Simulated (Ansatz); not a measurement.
The input, for Ansatz 0.2.0:

```yaml
crystal:
  periodic: [false, false, false]
  atoms:
    - {symbol: B, position_ang: [0.000000, 0.000000, 0.000000]}
    - {symbol: N, position_ang: [0.000000, 0.000000, 1.167000]}
basis:
  gaussian: {orbitals: 6-31G}
magnetization: {spin_polarized: false, initial_magnetization: 2}
correlation: {method: fci, electrons: outside_noble_gas}
```

```sh
$ ansatz run in.yaml --threads 1 --pin off --events-out ev --progress --plain --max-ram 2393MiB
```

Log:

```
403 factors; integrals over basis functions are off by at most 6.8e-8 eV
mean field evaluation 1: about -2145.6209 eV, gradient 1.9e1 eV
mean field evaluation 2: about -2145.6257 eV, gradient 1.9e1 eV
mean field evaluation 4: about -2147.3052 eV, gradient 4.4e0 eV
mean field evaluation 8: about -2147.5077 eV, gradient 7.2e-2 eV
mean field evaluation 16: about -2147.3289 eV, gradient 5.0e0 eV
mean field evaluation 32: about -2146.9147 eV, gradient 3.7e-2 eV
mean field evaluation 64: about -2147.4221 eV, gradient 1.4e0 eV
mean field -2147.50774645 eV, -78.9194540491 hartree, gradient 2.5e-6 eV, S^2 2.000000; 12 other end points of the search recorded, 0 dependent functions left out
mean field evaluation 96: about -2147.3962 eV, gradient 1.8e0 eV
mean field evaluation 128: about -2147.5660 eV, gradient 2.9e-1 eV
determinant -2147.50774645 eV, -78.9194540491 hartree, with singles and doubles -2150.99998656 eV, -79.0477915061 hartree
determinant -2146.91467560 eV, -78.8976590973 hartree, with singles and doubles -2150.81776541 eV, -79.0410950022 hartree
determinant -2144.99558541 eV, -78.8271338338 hartree, with singles and doubles -2147.99775708 eV, -78.9374616074 hartree
determinant -2147.50774645 eV, -78.9194540491 hartree, with singles and doubles -2151.00235076 eV, -79.0478783888 hartree
determinant -2146.91467560 eV, -78.8976590973 hartree, with singles and doubles -2150.81883364 eV, -79.0411342588 hartree
2 core orbitals not correlated: weight in the atoms' cores, before any rotation towards them, 1.000 or more for the frozen orbitals, at most 0.000 for the correlated occupied ones
reference -2147.50774645 eV, -78.9194540491 hartree; 5, 3 occupied and 11, 13 virtual orbitals, 403 factors
state -2151.13374941 eV, -79.0527071999 hartree
Total energy: -2151.13374941 eV, -79.0527071999 hartree
```

Natural occupations: 1.9816 1.9599 1.9302 0.9997 0.9844 0.0653 0.0317 0.0152 0.0128 0.0065 0.0039 0.0031 0.0026 0.0017 0.0009 0.0006.

Ran on 1 thread of Arm Neoverse V2, shared host: 4.6 s wall, 0.15 GiB peak host memory.
